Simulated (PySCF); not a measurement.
The calculation used core-valence-separated Tamm–Dancoff BHandHLYP/aug-pcX-1 (pcseg-1 on H) in PySCF, non-relativistic, gas phase, PBE0-D3(BJ)/def2-SVP geometry. BHandHLYP without relativity tends to put these K edges a few eV too low, so spacings mean more than positions.

Main lines of an unknown, eV (oscillator strength): N K: 402.4 (0.015), 403.3 (0.097), 405.1 (0.012), 407.9 (0.016); O K: 530.1 (0.038), 531.6 (0.009), 533.7 (0.032), 534.0 (0.034). Listed: the first five lines at most of each edge with a tenth or more of its strongest line's intensity; roots within 0.03 eV on the same or equivalent atoms are summed. Only the lowest roots were sought, and the top ones are left out.

Task: Which candidate gives them?
A. NH3O, `[NH3+][O-]`
B. hydroxylamine, `NO`

Result: A. 

- `[NH3+][O-]`: N K: 402.4 (0.015), 403.3 (0.097), 405.1 (0.012), 407.9 (0.016); O K: 530.1 (0.038), 531.6 (0.009), 533.7 (0.032), 534.0 (0.034). First N line listed at 402.4 eV, hole on the N-oxide nitrogen; first O line listed at 530.1 eV, hole on the N-oxide oxygen.
- `NO`: N K: 399.9 (0.062), 400.9 (0.013), 401.7 (0.038), 402.8 (0.008), 403.5 (0.020); O K: 532.4 (0.043), 533.2 (0.039), 535.2 (0.006), 535.7 (0.004), 536.3 (0.014). First N line listed at 399.9 eV, hole on the hydroxylamine nitrogen; first O line listed at 532.4 eV, hole on the hydroxyl oxygen.

One conformer each; other structures than these candidates weren't tested.
